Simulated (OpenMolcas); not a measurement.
## SiH2O (oxosilane): the energy, rung by rung

The species is SiH2O (4 atoms), meant as a singlet with charge 0. SMILES: `O=[SiH2]`. The coordinates come from a PBE0-D4/def2-TZVP relaxation.

| atom | x (Å) | y (Å) | z (Å) |
| --- | --- | --- | --- |
| O | -0.2832 | 0.4135 | 1.4695 |
| Si | -0.0067 | 0.0098 | 0.0349 |
| H | 0.4399 | -1.3460 | -0.3762 |
| H | -0.1500 | 0.9227 | -1.1283 |

Quantity: the energy change with the Si2–H4 bond stretched from 1.486 to 2.674 Å, in eV. The values are calculated.

```
                                                   level                   kind     program  value (eV)  less CCSD(T)/def2-TZVPP  CPU time (all runs)
                           SVWN5/def2-TZVPP (restricted)                    LDA  OpenMolcas        2.86                    -0.13                 51 s
                           M06-L/def2-TZVPP (restricted)               meta-GGA  OpenMolcas        3.22                    +0.23                 81 s
                           B3LYP/def2-TZVPP (restricted)          global hybrid  OpenMolcas        3.15                    +0.16                 60 s
                           BHLYP/def2-TZVPP (restricted)          global hybrid  OpenMolcas        3.56                    +0.57                 60 s
                          B2PLYP/def2-TZVPP (restricted)          double hybrid  OpenMolcas        3.26                    +0.27                 53 s
                             MP2/def2-TZVPP (restricted)    perturbation theory  OpenMolcas        3.46                    +0.47                 27 s
                                CASSCF(12,10)/def2-TZVPP         multireference  OpenMolcas        3.21                    +0.22                 73 s
CCSD(T)/def2-TZVPP (Cholesky decomposition) (restricted)  coupled cluster or CI  OpenMolcas        2.99                     0.00               11 min
```

CCSD(T)/def2-TZVPP (Cholesky decomposition) (restricted) is the highest level here, not the true value. At this stretch a single reference begins to fail. The first shape isn't each level's own minimum. The values span 2.86 to 3.56 eV. CPU times are rough (shared hosts, several kinds of processor): they show what a rung costs within a factor of a few.
